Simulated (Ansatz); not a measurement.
CH2F2, SMILES FCF.

Geometry optimised at ωB97X-D3(BJ)/def2-TZVP.

Two levels are set side by side: PBE/def2-TZVPD (Ansatz, a program for electronic structure) and CAM-B3LYP/def2-TZVPD (Ansatz). Energy differences of separate SCF runs at the same geometry; the states with an electron removed or added have multiplicity 2 and 2. Differences are taken from unrounded values.

```csv
quantity,CAM-B3LYP,PBE,PBE minus CAM-B3LYP
vertical ionisation energy (eV),13.22,12.43,-0.79
vertical singlet–triplet gap (eV),9.23,8.34,-0.89
```
